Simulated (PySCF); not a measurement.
# Beryllium: a sound run and one with changed settings

Sound run: Be [He] 2s2, Be+ [He] 2s1. Computed with PySCF 2.14 in cc-pVTZ (4s3p2d1f, 30 functions), with no relativity, point nucleus. The sound run starts from symmetry-adapted Hartree-Fock orbitals and uses a fine grid where one is needed.

Changed run: radial step 0.3 in ln r (0.13 in the sound run). This setting is unsound on purpose.

| species | method | sound run (hartree) | changed run (hartree) | converged |
| --- | --- | --- | --- | --- |
| Be | UHF | -14.57287 | -14.57287 | yes |
| Be | TPSS | -14.67075 | -14.66956 | yes |
| Be | B3LYP | -14.67245 | -14.67244 | yes |
| Be+ | UHF | -14.27724 | -14.27724 | yes |
| Be+ | TPSS | -14.33770 | -14.33701 | yes |
| Be+ | B3LYP | -14.33765 | -14.33751 | yes |

Ionisation energy of Be:

```tsv
method	sound run (eV)	changed run (eV)
UHF	8.045	8.045
TPSS	9.063	9.049
B3LYP	9.110	9.114
```

A coarse radial grid mis-integrates the density and the exchange-correlation energy, with errors of either sign; Hartree-Fock needs no grid.

For comparison, NIST gives 9.323 eV between the lowest levels.
